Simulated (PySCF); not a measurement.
**Aluminium: a sound run and one with changed settings**

Sound run: Al [Ne] 3s2 3p1, Al⁺ [Ne] 3s2. All numbers are calculated (PySCF 2.14, the spin-free X2C one-electron Hamiltonian (Gaussian nucleus), in cc-pVDZ-DK). In the sound run the correlated levels freeze [Ne]. The sound run starts from symmetry-adapted Hartree-Fock orbitals and uses a fine grid where one is needed.

Changed run: initial guess atom, at most 50 SCF cycles.

| species | method | sound run (hartree) | changed run (hartree) | converged |
| --- | --- | --- | --- | --- |
| Al | UHF | -242.30843 | -242.30843 | yes |
| Al | PBE | -242.66365 | -242.66365 | yes |
| Al | CCSD(T) | -242.35612 | -242.35612 | yes |
| Al⁺ | TPSS | -242.58904 | -242.58904 | yes |
| Al⁺ | MP2 | -242.12858 | -242.12858 | yes |

Here the plain start reaches the same solutions.
